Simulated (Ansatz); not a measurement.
A nudged elastic band was laid between two geometries of CH3AlF (6 atoms, charge -1, multiplicity 1).

All numbers below come from RKS PBE0/def2-SVP in Ansatz.

```json
{
 "movable images": "7",
 "climbing image": "yes",
 "spring": "5.0 eV/Å²",
 "optimiser": "quadratic models (default)",
 "start path": "through a guess of the saddle point",
 "force threshold": "0.05 eV/Å",
 "iteration limit": "60",
 "end points": "relaxed"
}
```

First end point:

```xyz
6
Properties=species:S:1:pos:R:3
C -0.594 0.012 -0.849
Al 0.449 -0.004 0.649
F 1.912 -0.880 0.843
H -1.526 0.601 -0.891
H -0.407 -0.530 -1.789
H 0.168 0.801 2.037
```

Last end point:

```xyz
6
Properties=species:S:1:pos:R:3
C -0.460 0.298 -0.248
Al 0.268 -1.318 0.819
F 1.943 -0.861 0.838
H -1.559 0.299 -0.377
H -0.012 0.323 -1.264
H -0.180 1.259 0.233
```

Problem. Which bonds break or form, and what moves?

Solution. Bonds broken: Al2–H6. Bonds formed: C1–H6.

Problem. What energy profile does the band end with?

Solution. The forces met the threshold. The highest image is number 4 of 0 to 8, 1.69 eV above the first end and 2.19 eV above the last; the last end lies 0.50 eV below the first. Neighbouring images differ by up to 1.2 eV, so the band resolves the path poorly. A vibrational analysis at the climbing image gives one clearly imaginary mode, 1050i cm⁻¹: a first-order saddle point. The orbitals stay closed-shell, which can raise the energy where a bond breaks towards radicals; this wasn't checked here. Limits of this set-up: an anion without diffuse functions, the dipole of an ion depends on the origin.

```
image  path coordinate (Å)  energy (eV)  Al2–H6 (Å)  C1–H6 (Å)
    0                 0.00         0.00        1.63       3.09
    1                 0.46         0.10        1.62       2.92
    2                 0.93         0.53        1.61       2.64
    3                 1.39         1.23        1.63       2.28
    4                 1.85         1.69        1.71       1.87
    5                 2.24         1.03        1.82       1.45
    6                 2.63        -0.19        2.09       1.15
    7                 3.02        -0.47        2.49       1.11
    8                 3.41        -0.50        2.68       1.11
```

Problem. What is the geometry of the highest image?

Solution. 
```xyz
6
Properties=species:S:1:pos:R:3
C -0.503 -0.018 -0.602
Al 0.376 -0.449 1.024
F 2.018 -0.964 0.928
H -1.541 0.297 -0.380
H -0.350 -0.055 -1.705
H 0.001 1.190 0.735
```

Time of the run: 2.3 min on 1 thread of Arm Neoverse V1, with other jobs on the host, peak memory 0.11 GiB.
